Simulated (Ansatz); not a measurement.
## How far each method lies from RCCSDTQ for C₂H₄, singlet

Geometry: MP2(full)/6-31G*, from the G2/97 set.

```xyz
6

C     0.0000    0.0000    0.6675
C     0.0000    0.0000   -0.6675
H     0.0000    0.9228    1.2377
H     0.0000   -0.9228    1.2377
H     0.0000    0.9228   -1.2377
H     0.0000   -0.9228   -1.2377
```

Basis 6-31G* (Cartesian d functions); Ansatz 0.2.0. Correlated methods freeze the noble-gas cores, which leaves 12 electrons in 36 orbitals. Prefix R: restricted or restricted open-shell reference; prefix U: unrestricted. Active spaces: valence = (12e, 12o) chosen from the atoms' valence shells.

Full CI isn't at hand for all of this; RCCSDTQ serves as the reference, and is uncertain by about the last step of the cluster series. The frozen core follows each run's orbitals, which can shift R against U totals by a few meV.

The UHF ⟨S²⟩ is 0.044 and the T1 diagnostic (RCCSD) is 0.0109. The largest doubles amplitude (RCCSD) is 0.147.

| level | E − E(RHF) (eV) |
| --- | --- |
| UHF | -0.0016 |
| RMP2 | -6.9105 |
| RCCSD | -7.6618 |
| RCCSD(T) | -7.9138 |

Problem. Estimate how far RCCSDTQ in 6-31G* lies from RCCSD(T). The table doesn't fix it; the size of (T) and the diagnostics are the guide.

Solution. RCCSDTQ in 6-31G* lies 2.6 kJ/mol below RCCSD(T), which is 11 % of the (T) step (-24.3 kJ/mol). A doubles amplitude is large, RHF is unstable towards spin polarisation, but (T) still catches most of what CCSD lacks.

The other levels:

| level | E − E(RCCSDTQ) (kJ/mol) | share of correlation (%) | wall time |
| --- | --- | --- | --- |
| CISD | 82.8 | 89.19 | 2.3 s |
| BCCD(T) | 2.6 | 99.66 | 0.7 s |
| RCCSDT | 1.0 | 99.86 | – |
| CISDTQ | 5.1 | 99.33 | 89 s (H100) |
| RCCSDT(Q) | -0.1 | 100.02 | 3.9 s |
| CASSCF (valence space) | 383.6 | 49.93 | – |
| NEVPT2 (valence space) | 76.7 | 89.99 | 8.5 s (H100) |
| MRCISD (valence space) | 19.2 | 97.49 | – |
| MRCISD+Q (valence space) | 2.4 | 99.69 | 14 s (H100) |

The correlation energy at RCCSDTQ, counted from RHF, is -7.941 eV. That run took 13 s on 2 threads of AMD EPYC 7R13 with a shared H100 80 GB, shared host.

Times hold each run's SCF and search for its determinant on a shared host, so for small cases they say little of a method's own cost; rows without a card ran on 1 thread of AMD EPYC 7R13.

Natural occupations of CASSCF (valence space) about the gap: 1.980 1.979 1.977 1.976 1.925 0.075 0.023 0.022 0.021 0.019; effectively unpaired electrons, Σ n²(2−n)², 0.06.

Atomization energy (electronic, same basis, no zero-point term; atoms at the same level, unrestricted beside the R rows where the molecule is a closed shell, with restricted open-shell steps beyond CCSDT(Q)) at RCCSDTQ: 2163.2 kJ/mol. Errors of other levels:

```tsv
level	error (kJ/mol)
RHF	-387.3
UHF	-387.2
RMP2	5.8
CISD	-74.2
RCCSD	-20.6
RCCSD(T)	-1.2
BCCD(T)	-0.8
RCCSDT	-1.1
CISDTQ	-4.8
RCCSDT(Q)	0.0
CASSCF (valence space)	-83.8
NEVPT2 (valence space)	-11.3
MRCISD (valence space)	-15.6
MRCISD+Q (valence space)	-5.7
```

This basis is far from its limit, so the value isn't to be set against a measured one. Truncated CI isn't size-consistent, which counts against it in atomization.
